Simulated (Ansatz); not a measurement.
## Caesium, bcc: convergence with Gaussian smearing

Computed with Ansatz, r²SCAN, scalar-relativistic PAW, on the relaxed cell (a = 6.270 Å; spin not included). Errors count from a run at 500 eV on a Γ-centred 12×12×12 mesh with Fermi-Dirac smearing of 0.1 eV, extrapolated to zero width. Fixed here: cutoff 500 eV, mesh 7×7×7. The SCF starts from atomic densities corrected by a trained network.

| width (eV) | E(σ→0) error (meV/atom) | F error (meV/atom) | P (GPa) | SCF iterations |
| --- | --- | --- | --- | --- |
| 0.01 | -1.9 | -2.1 | 0.00 | 6 |
| 0.03 | -2.2 | -2.7 | 0.00 | 6 |
| 0.1 | -2.5 | -5.7 | 0.00 | 6 |
| 0.2 | -3.6 | -14.2 | 0.00 | 6 |
| 0.3 | -3.1 | -27.6 | 0.00 | 6 |
| 0.6 | -1.7 | -102.8 | 0.01 | 6 |

Task: What does the run at 1.0 give (width)?

Result: E(σ→0) error (meV/atom): -8.0; F error (meV/atom): -280.9; P (GPa): 0.04; SCF iterations: 6.
